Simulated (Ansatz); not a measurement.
## fcc Pt

Level of theory: r²SCAN in Ansatz (PAW).

Numerical settings: plane-wave cutoff 600 eV, 28×28×28 k mesh, Fermi–Dirac smearing 0.053 eV (set by the program), scalar-relativistic PAW data made under PBE.

Cell: measured lattice: a = 3.924 Å, b = 3.924 Å, c = 3.924 Å, α = 90.00°, β = 90.00°, γ = 90.00°.

For fcc Pt, the elastic constant C11 comes out as 352 GPa and the elastic constant C12 is 260 GPa. The elastic constant C44 is 65.2 GPa, the voigt–Reuss–Hill bulk modulus is 291 GPa and the polycrystal shear modulus (Hill average) is 56.8 GPa. The Young modulus is 160 GPa and the Poisson ratio is 0.408.

Measured, for comparison: elastic constant C11 358 GPa, elastic constant C12 254 GPa, elastic constant C44 77.4 GPa (0 K, low-temperature values given for 0 K; zero-point effects included; as tabulated in Li et al. (2021), arXiv:2102.01972). Computed (rounded) less measured: elastic constant C11 -2 %, elastic constant C12 +2 %, elastic constant C44 -16 %.

Note: the cell isn't this level's own, so it is under some stress, which shifts stiffness and frequencies.

Elastic constants are with the ions relaxed.

Spin–orbit coupling is not included.

The computed numbers hold no vibrational or temperature effects.

Ansatz is a quantum-chemistry and plane-wave program.
